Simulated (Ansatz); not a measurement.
**SiH₅ (doublet): wave-function methods side by side at distance Si1–H5 along a hydrogen transfer = 1.785 Å, cc-pVTZ**

How much of the correlation energy of SiH₅ (doublet) does each wave-function method recover here?

Computed with Ansatz 0.2.0, Gaussian basis. Level: cc-pVTZ, core rule «outside noble gas», up to 5 orbitals frozen.

The runs, in order: UHF; CCSD(T) on ROHF; CCSD(T) on UHF; BCCD(T) on ROHF; CISD; CCSDT(Q) on ROHF; CCSDT(Q) on UHF; CASSCF and NEVPT2, 3 electrons in 3 orbitals; CASSCF and NEVPT2, 9 electrons in 9 orbitals.

### 1 The geometry

The geometry derives from fragments relaxed apart (PBE0/def2-TZVP) and kept rigid, so it is no stationary point. A hydrogen atom is moved between rigid fragments.

6 atoms, charge 0, spin multiplicity 2.

Atoms are counted from 1 here; the program's logs count them from 0.

Bond lengths: Si1–H2 1.485 Å, Si1–H3 1.485 Å, Si1–H4 1.485 Å, H5–H6 0.745 Å. Angles: H2–Si1–H3 109.5°, H2–Si1–H4 109.5°, H3–Si1–H4 109.5°.

As a file:

```
Si   -0.08612    0.00000    0.00000
H    -0.58100    1.39971    0.00000
H    -0.58100   -0.69985    1.21218
H    -0.58100   -0.69985   -1.21218
H     1.69888    0.00000    0.00000
H     2.44388    0.00000    0.00000
```

### 2 UHF

in.yaml

```yaml
crystal:
  periodic: [false, false, false]
  atoms:
    - {symbol: Si, position_ang: [-0.086124, 0.000000, 0.000000]}
    - {symbol: H, position_ang: [-0.580995, 1.399708, 0.000000]}
    - {symbol: H, position_ang: [-0.580995, -0.699854, 1.212183]}
    - {symbol: H, position_ang: [-0.580995, -0.699854, -1.212183]}
    - {symbol: H, position_ang: [1.698876, 0.000000, 0.000000]}
    - {symbol: H, position_ang: [2.443876, 0.000000, 0.000000]}
basis:
  gaussian: {orbitals: cc-pVTZ}
magnetization: {spin_polarized: true, initial_magnetization: 1}
hamiltonian: {xc: hf}
output: {orbitals: {seedname: orbitals}}
```

The run is started by

```console
$ ansatz run in.yaml --threads 1 --pin off --events-out ev --progress --plain --max-ram 4096MiB --backend cpu
```

The runs that follow: CCSD(T) on ROHF; CCSD(T) on UHF; BCCD(T) on ROHF; CISD; CCSDT(Q) on ROHF; CCSDT(Q) on UHF; CASSCF and NEVPT2, 3 electrons in 3 orbitals; CASSCF and NEVPT2, 9 electrons in 9 orbitals.

**Question.** What will the summary of the whole plan be? Wanted: UCCSDT(Q) below the RHF energy; RMP2 from UCCSDT(Q); UMP2 from UCCSDT(Q); RCCSD from UCCSDT(Q); RCCSD(T) from UCCSDT(Q); UCCSD(T) from UCCSDT(Q); RCCSDT(Q) from UCCSDT(Q); NEVPT2 pair from UCCSDT(Q); NEVPT2 valence from UCCSDT(Q).

As calculated:

| quantity | value |
| --- | --- |
| UCCSDT(Q) below the RHF energy | -5.4890 eV |
| RMP2 from UCCSDT(Q) | +24.64 kcal/mol |
| UMP2 from UCCSDT(Q) | +24.82 kcal/mol |
| RCCSD from UCCSDT(Q) | +3.60 kcal/mol |
| RCCSD(T) from UCCSDT(Q) | +0.66 kcal/mol |
| UCCSD(T) from UCCSDT(Q) | +0.67 kcal/mol |
| RCCSDT(Q) from UCCSDT(Q) | +0.02 kcal/mol |
| NEVPT2 pair from UCCSDT(Q) | +25.14 kcal/mol |
| NEVPT2 valence from UCCSDT(Q) | +26.05 kcal/mol |
| levels within 1 kcal/mol (43 meV) | RCCSD(T), UCCSD(T), BCCD(T), RCCSDT, UCCSDT, RCCSDT(Q) |
| T1 diagnostic | 0.020 |
| effectively unpaired electrons | 1.01 |

**Reading.** RCCSD(T) misses by +0.66 kcal/mol, 0.5 % of the correlation energy. One determinant dominates. Of the multireference levels listed NEVPT2 pair comes nearest in total energy (+25.14 kcal/mol), which doesn't show that its space is the better one. These misses are within one basis, not against nature; the frozen cores of restricted and unrestricted runs differ, which can shift their rows.
